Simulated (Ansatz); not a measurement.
Saddle point of C$_{2}$H$_{5}$Al, closed shell (C₂H₂ (C#C) + AlH₃ → C₂H₅Al ([CH2][CH][AlH2]); bonds formed: Al1–C5, H2–C6; bonds broken: Al1–H2), PBE0-D4/def2-TZVP structure:

```xyz
8
angstrom
Al -0.7990 -0.5903 -0.4422
H -0.4650 -1.0006 1.1098
H -0.2537 -1.6565 -1.4832
H -2.1486 0.2326 -0.5754
C 0.7414 0.8800 -0.2805
C 0.7929 0.3878 0.8495
H 1.0610 1.5663 -1.0383
H 1.0710 0.1808 1.8604
```

Energies are electronic, without zero-point energy. Barriers and step energies count from the start structure reached by relaxing down the imaginary mode; all methods use the PBE0-D4 structures, on which another method's saddle can fall below an end. Computed with Ansatz 0.2.0 (basis: def2-TZVPP, with def2-QZVPP for the basis limit); correlated methods freeze the cores. B3LYP uses VWN-RPA correlation. Extrapolation: Hartree–Fock as exp(−7.88 √X), correlation as X^−2.97.

| method | barrier (eV) | step energy (eV) |
| --- | --- | --- |
| SPW92 | 0.043 | -1.763 |
| PBE-D4 | ? | -1.695 |
| BLYP-D4 | 0.322 | -1.611 |
| r2SCAN-D4 | ? | -1.692 |
| B97M-V | 0.329 | -1.661 |
| PBE0-D4 | 0.286 | -1.776 |
| B3LYP-D4 | 0.382 | -1.688 |
| r2SCAN0-D4 | 0.314 | -1.759 |
| BHLYP-D4 | 0.497 | -1.765 |
| CAM-B3LYP-D4 | 0.431 | -1.708 |
| wB97X-V | 0.438 | -1.711 |
| wB97M-V | 0.433 | -1.637 |
| B2PLYP | 0.451 | -1.651 |
| PBE-QIDH | 0.415 | -1.749 |
| RPA on PBE | 0.461 | -1.661 |
| HF | 0.776 | -1.700 |
| MP2 | ? | -1.596 |
| CCSD | 0.554 | -1.653 |
| CCSD(T) | 0.499 | -1.627 |

Fill in the withheld barriers. (Judge from chemistry; the value comes from the calculation.)

Computed: MP2 0.555; PBE-D4 0.194; r2SCAN-D4 0.239 eV. Each is the energy of the saddle less that of the start structure, by the same method.

For comparison, the barrier by CCSD(T) at an estimated basis limit (MP2 extrapolated from triple and quadruple zeta, plus CCSD(T) − MP2 in triple zeta) is 0.490 eV.

No T1 diagnostic of these runs exceeds 0.019.

Labels in which every atom is bracketed show which atoms are joined, not bond orders.

For scale, one of the runs: CCSD(T)/def2-TZVPP, 174 basis functions, launched by `ansatz run in.yaml --threads 2 --pin off --events-out ev --progress --plain --max-ram 4352MiB`. Hardware: 2 CPU threads of an AMD EPYC 7R13, shared host. Wall time 14 s; peak host memory 1.5 GiB.
